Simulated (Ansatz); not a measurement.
Process, species as SMILES: [NH2] (NH2) → [NH2-] (an electron is taken up)
B3LYP-D3(BJ)/def2-TZVP geometries, fixed; electronic energies without zero-point terms; positive where energy is released.

Energies in hartree at PBE with Ansatz (a quantum-chemistry and plane-wave program); the adiabatic electron affinity is their sum with the coefficients shown, times 27.2114 eV a hartree. All functions are spherical. Open shells are unrestricted. No added dispersion term, no relativity.

```csv
species,coefficient,part,aug-cc-pVDZ,aug-cc-pVTZ,aug-cc-pVQZ
[NH2] (NH2),+1,PBE,-55.81623,-55.83104,-55.83504
[NH2-],-1,PBE,-55.84588,-55.86126,-55.86603
```

**Question.** Predict the adiabatic electron affinity in aug-cc-pV5Z (X = 5): let each PBE step shrink by the ratio of the last two. Compare with the run.

**Answer.** 
- [NH2] (NH2): steps -0.01481 and -0.00400, ratio 0.270, so PBE -55.83612 (run: -55.83632).
- [NH2-]: steps -0.01538 and -0.00477, ratio 0.310, so PBE -55.86751 (run: -55.86801).
Predicted 0.854 eV; the run in aug-cc-pV5Z gives 0.862, a miss of -0.008. Keeping the value in aug-cc-pVQZ, 0.843, would miss by -0.019. All sums are of the energies as printed.
